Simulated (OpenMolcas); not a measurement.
**OpenMolcas input wanted**

BH has 2 atoms, charge 0, and is taken as a triplet. As SMILES of the parent species, `[BH]`. The bond length is the one measured for the parent species. That shape belongs to the parent species and isn't relaxed for this state.

| atom | x (Å) | y (Å) | z (Å) |
| --- | --- | --- | --- |
| B | 0.0000 | 0.0000 | 0.0000 |
| H | 0.0000 | 0.0000 | 1.2324 |

Settings wanted:

```
method                    : DFT
reference                 : UKS
basis set                 : def2-TZVPPD
task                      : energy
functional                : B3LYP
nucleus                   : point
integration grid          : UltraFine
SCF convergence threshold : 1e-10
```

Write the OpenMolcas 26.06 input and the command.

One that was run (others would do as well):

mol.inp:
```
* BH Kohn-Sham DFT
>>> EXPORT MOLCAS_PRINT=2
&gateway
baslib = $CurrDir
coord
2
angstrom
B        0.000000       0.000000       0.000000
H        0.000000       0.000000       1.232400
basis = def2-TZVPPD
group = NoSym
&seward
gridinput
Grid=UltraFine
End of Grid
&scf
uhf
spin = 3
ksdft = B3LYP
thresholds = 1e-10 1e-07 1e-07 1e-05
prorbitals = 1 2
```

```bash
$ export MOLCAS_MEM=1860
$ pymolcas mol.inp > mol.log
```

(Basis files named in the input come from the Basis Set Exchange and aren't shown.)

Calculated total energy: -25.25768 Eh.
